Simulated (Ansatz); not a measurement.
# FH5NSi+: one structure at several levels

The task here is to estimate one member of a computed series from the others.

Method: single points in def2-TZVPP; program: Ansatz 0.2.0, Gaussian basis.

Correlated methods freeze the cores.

1 further run of the same task is left out (it didn't finish).

**The starting structure**

SMILES `[NH3+][SiH2]F`, 8 atoms, charge 1, spin multiplicity 1.

Atoms are counted from 1 here; the program's logs count them from 0.

Bond lengths: N1–Si2 1.895 Å, N1–H4 0.982 Å, N1–H5 1.075 Å, N1–H6 1.013 Å, Si2–F3 1.577 Å, Si2–H7 1.525 Å, Si2–H8 1.449 Å. Angles: Si2–N1–H4 113.6°, Si2–N1–H5 111.4°, Si2–N1–H6 106.2°, H4–N1–H5 101.8°, H4–N1–H6 113.0°, H5–N1–H6 111.0°, N1–Si2–F3 106.6°, N1–Si2–H7 105.0°, N1–Si2–H8 104.8°, F3–Si2–H7 111.6°, F3–Si2–H8 107.9°, H7–Si2–H8 119.9°.

As a file:

```xyz
8

N    -0.6127    0.6278   -0.4107
Si    0.5049   -0.5686    0.5440
F     1.4951   -1.1974   -0.5105
H    -0.9807    0.2476   -1.2383
H    -0.0585    1.4695   -0.7842
H    -1.3287    0.9256    0.2404
H     1.2408    0.3019    1.5564
H    -0.3824   -1.6178    1.0032
```

Set-up of the first run:

run/in.yaml reads:

```yaml
crystal:
  periodic: [false, false, false]
  atoms:
    - {symbol: N, position_ang: [-0.612668, 0.627812, -0.410741]}
    - {symbol: Si, position_ang: [0.504931, -0.568618, 0.544049]}
    - {symbol: F, position_ang: [1.495055, -1.197411, -0.510534]}
    - {symbol: H, position_ang: [-0.980728, 0.247563, -1.238317]}
    - {symbol: H, position_ang: [-0.058477, 1.469508, -0.784152]}
    - {symbol: H, position_ang: [-1.328699, 0.925607, 0.240370]}
    - {symbol: H, position_ang: [1.240816, 0.301926, 1.556429]}
    - {symbol: H, position_ang: [-0.382397, -1.617762, 1.003163]}
basis:
  gaussian: {orbitals: def2-TZVPP}
total_charge: 1
hamiltonian: {xc: pbe, dispersion: d4}
output: {forces: true}
```

Run with:

```sh
> ansatz run in.yaml --threads 2 --pin off --events-out ev --progress --plain --max-ram 3481MiB
```

Steps of the session up to this table: PBE-D4/def2-TZVPP; r2SCAN-D4/def2-TZVPP; PBE0-D4/def2-TZVPP; wB97M-V/def2-TZVPP; CCSD(T)/def2-TZVPP.

One of the session's tables, all rows but one given; the rest of the session is left out.

| method | RMS force component (eV/Å) | angle to CCSD(T) forces (°) |
| --- | --- | --- |
| PBE-D4 | 0.958 | 13.2 |
| r2SCAN-D4 | 0.954 | 2.4 |
| PBE0-D4 | ? | ? |
| wB97M-V | 0.966 | 3.4 |
| CCSD(T) | 0.969 | reference |

Estimate the missing values for PBE0-D4.

The run gave: RMS force component (eV/Å): 0.961; angle to CCSD(T) forces (°): 3.5. In the column «RMS force component (eV/Å)» it lies between PBE-D4 (0.958) and wB97M-V (0.966).

To keep in mind: CCSD(T) in triple zeta still lacks some correlation energy of the bonds, so part of these gaps is its own basis error and they don't rank the functionals.
